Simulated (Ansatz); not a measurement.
Basis-set extrapolation for C3H6FN (`NC1(F)CC1`) (PBE0-D4/def2-TZVP geometry, frozen core, the Gaussian-basis code of Ansatz). Multiplicity 1, RHF reference.

```
                      def2-TZVPP   def2-QZVPP
                 HF  -271.061026  -271.073185
    MP2 correlation    -0.961136    -1.032210
CCSD(T) correlation    -1.028701      not run
```

Energies in hartree. Use E(X) = E(∞) + A·exp(−7.88·√X) for Hartree–Fock and E(X) = E(∞) + B·X^(−2.97) for correlation, with X = 3 and 4, and add CCSD(T) minus MP2 of the smaller set to the MP2 limit.

Problem. What is the CCSD(T) energy at the basis-set limit?

Solution. HF limit: -271.073185 + (-0.012159) × 0.13774 = -271.07486. MP2 limit: -1.032210 + (-0.071074) × 0.74074 = -1.08486. Higher-order term: -1.028701 − (-0.961136) = -0.06757. Total: -272.22729 hartree, 361.2 kJ/mol below CCSD(T)/def2-TZVPP.
